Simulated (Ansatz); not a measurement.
Mg2O, relaxed as a singlet with RKS B3LYP-D4/def2-TZVP in Ansatz, starting from the GFN2-xTB geometry. Force threshold 0.02 eV/Å.

The structure comes from a short search, and lower isomers may exist.

Start:

Cartesian coordinates in Å:
```
Mg 1.227 -0.478 -0.531
Mg -0.918 1.018 0.371
O -0.309 -0.539 0.160
```

**Question.** Estimate the energy that the relaxation releases and the steps that it takes.

**Answer.** 49.3 kJ/mol, in 11 steps; 9.5 s on 2 threads of AMD EPYC 7R13 on a shared host. The force fell under the threshold at step 9, but the optimiser went on. No frequencies were taken in this run, so the end may be a saddle point.

**Question.** Does the start keep its bonding and symmetry?

**Answer.** By distances, no bond broke or formed, bridged metal pairs apart. The bond that changes most is Mg1–O3, from 1.69 to 1.81 Å (atoms count from 1). Metal–metal contacts that move far: Mg1–Mg2 2.77 to 3.61 Å. The end is the same structure that another start reached, the lowest one found. Point group C2v at the start, D∞h at the end, both within 0.05 Å; within 0.015 Å the end is C∞v.

**Question.** Predict the relaxed structure.

**Answer.** 
```xyz
3

Mg    1.4025   -0.9731   -0.5905
Mg   -1.3985    0.9802    0.5884
O    -0.0040   -0.0070    0.0021
```
Bond lengths (bridged metal pairs left out): 2 × Mg–O 1.81 Å.
